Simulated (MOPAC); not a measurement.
MOPAC input (PM6):

```
PM6 PRECISE GNORM=0.05 LET XYZ CHARGE=-1 GEO-OK AUX(PRECISION=9) THREADS=1
C2H3O2

C    -0.15695778 1    0.14380206 1   -0.00182283 1
O     0.16307591 1    1.35350479 1    0.03373055 1
O    -1.29844570 1   -0.37101053 1   -0.03666319 1
C     1.02325564 1   -0.88112702 1    0.00259799 1
H     1.99411815 1   -0.38119220 1   -0.01032534 1
H     0.95217891 1   -1.51222557 1    0.89410494 1
H     0.93887411 1   -1.54258662 1   -0.86496950 1
```

Output:

```
 *******************************************************************************
 **                                                                           **
 **                              MOPAC v23.2.5                                **
 **                                                                           **
 *******************************************************************************
 ** MOPAC's Digital Object Identifier: https://doi.org/10.5281/zenodo.6511958 **
 **                                                                           **
 ** Please cite the open-source release paper for use of this MOPAC version:  **
 ** J. E. Moussa and J. J. P. Stewart (2026)                                  **
 ** MOPAC: An open-source semiempirical molecular orbital program             **
 ** J. Open Source Softw., 11(119), 8025, https://doi.org/10.21105/joss.08025 **
 *******************************************************************************

                              PM6 CALCULATION RESULTS

 *******************************************************************************
 *  PM6        - The PM6 Hamiltonian to be used
 *  GEO-OK     - OVERRIDE INTERATOMIC DISTANCE AND OTHER SAFETY CHECKS
 *
 *
 *
 *                 CHARGE ON SYSTEM = -1
 *
 *
 *
 *  LET        - OVERRIDE SOME SAFETY CHECKS
 *  PRECISE    - TIGHTER CRITERIA TO BE USED
 *  XYZ        - CARTESIAN COORDINATE SYSTEM TO BE USED
 *  GNORM      - EXIT WHEN GRADIENT NORM DROPS BELOW 0.050
 *  AUX        - OUTPUT AUXILIARY INFORMATION
 *******************************************************************************
PM6 PRECISE GNORM=0.05 LET XYZ CHARGE=-1 GEO-OK AUX(PRECISION=9) THREADS=1
 C2H3O2

   ATOM   CHEMICAL          X               Y               Z
  NUMBER   SYMBOL      (ANGSTROMS)     (ANGSTROMS)     (ANGSTROMS)

     1       C         -0.15695778  *   0.14380206  *  -0.00182283  *
     2       O          0.16307591  *   1.35350479  *   0.03373055  *
     3       O         -1.29844570  *  -0.37101053  *  -0.03666319  *
     4       C          1.02325564  *  -0.88112702  *   0.00259799  *
     5       H          1.99411815  *  -0.38119220  *  -0.01032534  *
     6       H          0.95217891  *  -1.51222557  *   0.89410494  *
     7       H          0.93887411  *  -1.54258662  *  -0.86496950  *

          CARTESIAN COORDINATES

    NO.       ATOM           X           Y           Z

     1         C         -0.1570      0.1438     -0.0018
     2         O          0.1631      1.3535      0.0337
     3         O         -1.2984     -0.3710     -0.0367
     4         C          1.0233     -0.8811      0.0026
     5         H          1.9941     -0.3812     -0.0103
     6         H          0.9522     -1.5122      0.8941
     7         H          0.9389     -1.5426     -0.8650

 General Reference for PM6:
 "Optimization of Parameters for Semiempirical Methods V: Modification of NDDO Approximations
 and Application to 70 Elements", J. J. P. Stewart, J. Mol. Mod., 13, 1173-1213 (2007)
 URL: https://link.springer.com/article/10.1007/s00894-007-0233-4

           Empirical Formula: C2 H3 O2  =     7 atoms

      MOLECULAR POINT GROUP   :   Cs

      RHF CALCULATION, NO. OF DOUBLY OCCUPIED LEVELS = 12

          Geometry optimization using EF

          DIAGONAL MATRIX USED AS START HESSIAN

 CYCLE:     1  GRAD.:    21.778 HEAT: -129.8819
 CYCLE:     2  GRAD.:   149.219 HEAT: -125.2409
 CYCLE:     3  GRAD.:   112.415 HEAT: -126.4569
 CYCLE:     4  GRAD.:   109.808 HEAT: -123.4837
 CYCLE:     5  GRAD.:   352.239 HEAT: -115.4114
 CYCLE:     6  GRAD.:   215.917 HEAT: -118.2123
 CYCLE:     7  GRAD.:   145.956 HEAT: -122.9811
 CYCLE:     8  GRAD.:   123.114 HEAT: -122.4440
 CYCLE:     9  GRAD.:    76.596 HEAT: -129.1158
 CYCLE:    10  GRAD.:    53.698 HEAT: -129.6758
 CYCLE:    11  GRAD.:    50.949 HEAT: -129.2952
 CYCLE:    12  GRAD.:    51.150 HEAT: -129.7279
 CYCLE:    13  GRAD.:    15.075 HEAT: -130.1399
 CYCLE:    14  GRAD.:    27.033 HEAT: -129.9459
 CYCLE:    15  GRAD.:     6.775 HEAT: -130.1863
 CYCLE:    16  GRAD.:     3.232 HEAT: -130.1929
 CYCLE:    17  GRAD.:     1.149 HEAT: -130.1963
 CYCLE:    18  GRAD.:     1.299 HEAT: -130.1965
 CYCLE:    19  GRAD.:     0.189 HEAT: -130.1971
 CYCLE:    20  GRAD.:     0.244 HEAT: -130.1971
 CYCLE:    21  GRAD.:     0.008 HEAT: -130.1971

     GRADIENT =  0.00843 IS LESS THAN CUTOFF =  0.05000

 -------------------------------------------------------------------------------
 PM6 PRECISE GNORM=0.05 LET XYZ CHARGE=-1 GEO-OK AUX(PRECISION=9) THREADS=1
 C2H3O2

     GEOMETRY OPTIMISED USING EIGENVECTOR FOLLOWING (EF).
     SCF FIELD WAS ACHIEVED

                              PM6 CALCULATION
                                                       MOPAC v23.2.5 Linux

          FINAL HEAT OF FORMATION =       -130.19710 KCAL/MOL =    -544.74467 KJ/MOL

          COSMO AREA              =         89.39 SQUARE ANGSTROMS
          COSMO VOLUME            =         71.37 CUBIC ANGSTROMS

          GRADIENT NORM           =          0.00843          =       0.00319 PER ATOM
          IONIZATION POTENTIAL    =          4.572517 EV
          HOMO LUMO ENERGIES (EV) =         -4.573  7.462
          NO. OF FILLED LEVELS    =         12
          MOLECULAR WEIGHT        =         59.0445         POINT GROUP:  Cs

          MOLECULAR DIMENSIONS (Angstroms)

            Atom       Atom       Distance
            H     5    O     3     3.27285
            O     2    H     7     3.00652
            H     7    H     6     1.67510

          SCF CALCULATIONS        =         22

   ATOM   CHEMICAL          X               Y               Z
  NUMBER   SYMBOL      (ANGSTROMS)     (ANGSTROMS)     (ANGSTROMS)

     1       C         -0.15026860  *   0.13203998  *  -0.00082042  *
     2       O          0.16426614  *   1.33841095  *   0.03282257  *
     3       O         -1.29951725  *  -0.35200304  *  -0.03682798  *
     4       C          1.02087018  *  -0.88621657  *   0.00344978  *
     5       H          1.97322008  *  -0.36138523  *  -0.01136877  *
     6       H          0.95569936  *  -1.50206960  *   0.89710876  *
     7       H          0.94092214  *  -1.52996922  *  -0.86905660  *

                             CARTESIAN COORDINATES

   1    C       -0.150268601     0.132039975    -0.000820422
   2    O        0.164266138     1.338410955     0.032822571
   3    O       -1.299517255    -0.352003041    -0.036827980
   4    C        1.020870179    -0.886216570     0.003449784
   5    H        1.973220082    -0.361385234    -0.011368768
   6    H        0.955699357    -1.502069598     0.897108762
   7    H        0.940922135    -1.529969216    -0.869056597

           Empirical Formula: C2 H3 O2  =     7 atoms

      MOLECULAR POINT GROUP   :   Cs

                  EIGENVALUES
 -24.88263 -23.59878 -20.58678 -13.74154 -10.55768 -10.01481  -9.95727  -8.34538
  -8.28580  -5.34511  -4.96965  -4.57252   7.46212   8.66148  10.18189  10.18797
  10.44027  11.22637  11.37324

              NET ATOMIC CHARGES AND DIPOLE CONTRIBUTIONS

  ATOM NO.   TYPE          CHARGE      No. of ELECS.   s-Pop       p-Pop
    1          C           0.781520        3.2185     1.03183     2.18665
    2          O          -0.780132        6.7801     1.86273     4.91740
    3          O          -0.782286        6.7823     1.86282     4.91946
    4          C          -0.675720        4.6757     1.11168     3.56404
    5          H           0.153943        0.8461     0.84606
    6          H           0.151182        0.8488     0.84882
    7          H           0.151493        0.8485     0.84851
 DIPOLE           X         Y         Z       TOTAL
 POINT-CHG.     2.918    -2.523     0.011     3.858
 HYBRID         0.202    -0.221     0.005     0.300
 SUM            3.120    -2.744     0.015     4.155

          ATOMIC ORBITAL ELECTRON POPULATIONS

     Atom    s        px        py        pz
    1  C   1.03183   0.76864   0.76702   0.65099
    2  O   1.86273   1.86180   1.37476   1.68084
    3  O   1.86282   1.42258   1.81350   1.68338
    4  C   1.11168   1.19955   1.19447   1.17001
    5  H   0.84606
    6  H   0.84882
    7  H   0.84851

 **********************
 *                    *
 * JOB ENDED NORMALLY *
 *                    *
 **********************

 == MOPAC DONE ==
```

The dipole moment of an ion depends on the origin.
